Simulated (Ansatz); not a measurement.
## Zinc-blende GaN (metastable phase): elastic constant C12 by level of theory

No measured value is used here.

```tsv
level (code)	value (GPa)	cell (Å³/atom)
LDA (Ansatz)	159	11.05
BLYP (Ansatz)	113	12.14
PBE (Ansatz)	131	11.76
revPBE (Ansatz)	124	11.96
PBE-D3(BJ) (Ansatz)	140	11.53
r²SCAN (Ansatz)	153	11.37
r²SCAN+rVV10 (Ansatz)	157	11.30
HSE06 (Ansatz)	154	11.37
PBE0 (Ansatz)	155	11.36
```

PBE-D3(BJ): the dispersion coefficients are held fixed in the derivatives. Each level is taken at its own relaxed cell. Cutoffs and k meshes differ between the levels. Ansatz's density-functional and Hartree–Fock values are scalar-relativistic unless marked +SOC, with PAW data made under PBE.

Ansatz is a program for electronic structure.
